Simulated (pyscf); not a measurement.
H₃Si–GeH₂–SiH₃ → silane (SiH₄) + H₃Si–GeH: [singlet] (1,1-elimination; singlet surface; Ge–Si, Ge–H broken, H–Si formed). Optimised with ωB97X-D3(BJ)/def2-SVP in PySCF. Energies in eV from the reactant's lowest minimum found.

```
level                   barrier  reaction energy
----------------------  -------  ---------------
ωB97X-D3(BJ)/def2-TZVP     1.70            +2.14
PBE/def2-TZVP              1.36            +1.89
r²SCAN/def2-TZVP           1.47            +2.08
PBE0-D3(BJ)/def2-TZVP      1.52            +2.08
M06-2X/def2-TZVP           1.52            +1.80
ωB97M-D3(BJ)/def2-TZVP     1.54            +1.80
```

On the product side the descent ends in an adduct with a Ge–Si, Ge–H contact, 0.52 eV under the separated species and 0.07 eV under the saddle at ωB97X-D3(BJ)/def2-TZVP. At ωB97X-D3(BJ), PBE, M06-2X, ωB97M-D3(BJ) the saddle lies under the separated products, which points to a path from their complex (located at ωB97X-D3(BJ) alone), and parting the products costs more than the saddle. At r²SCAN, PBE0-D3(BJ) this geometry lies under the product side: in single points on another level's saddle the reverse barrier vanishes, and the forward threshold there is about the reaction energy. What is counted as broken (Ge–Si, Ge–H) persists as a longer contact in the product adduct; parting that adduct is a step of its own. This is the saddle that the search found; another between the same sides may lie lower. Elements up to Kr have no core potential and no relativistic terms here.
